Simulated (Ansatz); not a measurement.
# C2H4F, SMILES C[CH]F: a ladder of basis sets

Computed with Ansatz 0.2.0, Python API.

Interactive session:
```pycon
>>> import warnings
>>> import ansatz as az
>>> GEOMETRY = """
... C    -0.50770    0.30150   -0.11580
... C     0.67350   -0.44140    0.06460
... F     1.07170   -0.81460    1.27010
... H    -1.18840   -0.19460   -0.75730
... H    -0.32550    1.29050   -0.63350
... H    -1.03340    0.57080    0.83250
... H     1.37120   -0.78020   -0.70640
... """
>>> warnings.simplefilter("ignore", az.DeckWarning)
>>> mol = az.Crystal.molecule()
>>> for line in GEOMETRY.strip().splitlines():
...     symbol, *xyz = line.split()
...     mol = mol.atom(symbol, [float(v) for v in xyz])
...
>>> setup = (
...     mol.calculation()
...     .correlation("mp2")
...     .spin("collinear", total=1)
... )
>>> energies = {}
>>> for basis in ["cc-pVDZ", "cc-pVTZ"]:
...     report = setup.basis(gaussian=basis).run(threads=1, pin="off").report
...     size = report["n_frozen"] + report["n_occupied"][0] + report["n_virtual"][0]
...     energies[basis] = (report["reference_energy_ev"] / 27.211386246, report["free_energy_ev"] / 27.211386246)
...     print(f"{basis:14s} {size:4d} orbitals  reference {energies[basis][0]:14.6f} Ha  total {energies[basis][1]:14.6f} Ha")
...
cc-pVDZ          62 orbitals  reference    -177.447871 Ha  total    -177.893312 Ha
cc-pVTZ         146 orbitals  reference    -177.506848 Ha  total    -178.078249 Ha
>>> # two-point extrapolation: the basis-set error of the correlation energy falls as X^-3
>>> small, large = (energies[b][1] - energies[b][0] for b in ("cc-pVDZ", "cc-pVTZ"))
>>> limit = (3 ** 3 * large - 2 ** 3 * small) / (3 ** 3 - 2 ** 3)
>>> print(f"correlation energy: {small:.6f} and {large:.6f} Ha, extrapolated {limit:.6f} Ha")
correlation energy: -0.445441 and -0.571401 Ha, extrapolated -0.624437 Ha
>>> print(f"share caught by the larger set: {100 * large / limit:.1f} %")
share caught by the larger set: 91.5 %
```

Against cc-pVDZ: cc-pVTZ -184.9 mHa. The last step alone is -184.94 mHa.

Caveats:
- The drop along the ladder measures the basis error, and is no property of the molecule.
- The geometry is a force-field or estimated start, not a minimum of this method, and the last set is no limit. Much of the fall in a total is atomic energy, which cancels in bond and reaction energies.
- The species is open-shell (spin multiplicity 2).
- Inner cores stay frozen, so this is valence correlation.
- An extrapolation from small basis sets is rough.
- Wall time of the script: 3.3 s on 1 thread of Arm Neoverse V1, with other jobs on the host, peak memory 0.29 GiB.

(Lines on the test bed's own set-up are left out of the output.)
